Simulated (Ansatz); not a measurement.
**Niobium, bcc: convergence with Gaussian smearing**

Computed with Ansatz, r²SCAN, scalar-relativistic PAW, on the relaxed cell (a = 3.302 Å; spin not included). Errors count from a run at 500 eV on a Γ-centred 22×22×22 mesh with Fermi-Dirac smearing of 0.1 eV, extrapolated to zero width. Fixed here: cutoff 500 eV, mesh 13×13×13. The SCF starts from atomic densities corrected by a trained network.

```json
{"width (eV)": "0.01", "E(σ→0) error (meV/atom)": "-5.4", "F error (meV/atom)": "-5.4", "P (GPa)": "-0.52", "SCF iterations": "6"}
{"width (eV)": "0.03", "E(σ→0) error (meV/atom)": "-5.4", "F error (meV/atom)": "-5.6", "P (GPa)": "-0.54", "SCF iterations": "6"}
{"width (eV)": "0.1", "E(σ→0) error (meV/atom)": "-4.9", "F error (meV/atom)": "-7.3", "P (GPa)": "-0.48", "SCF iterations": "6"}
{"width (eV)": "0.2", "E(σ→0) error (meV/atom)": "-3.1", "F error (meV/atom)": "-16.4", "P (GPa)": "-0.16", "SCF iterations": "6"}
{"width (eV)": "0.6", "E(σ→0) error (meV/atom)": "-11.2", "F error (meV/atom)": "-118.7", "P (GPa)": "1.21", "SCF iterations": "6"}
{"width (eV)": "1.0", "E(σ→0) error (meV/atom)": "-32.7", "F error (meV/atom)": "-296.3", "P (GPa)": "2.96", "SCF iterations": "6"}
```

Question: What does the run at 0.3 give (width)?

Answer: E(σ→0) error (meV/atom): -2.9; F error (meV/atom): -33.3; P (GPa): 0.18; SCF iterations: 6.
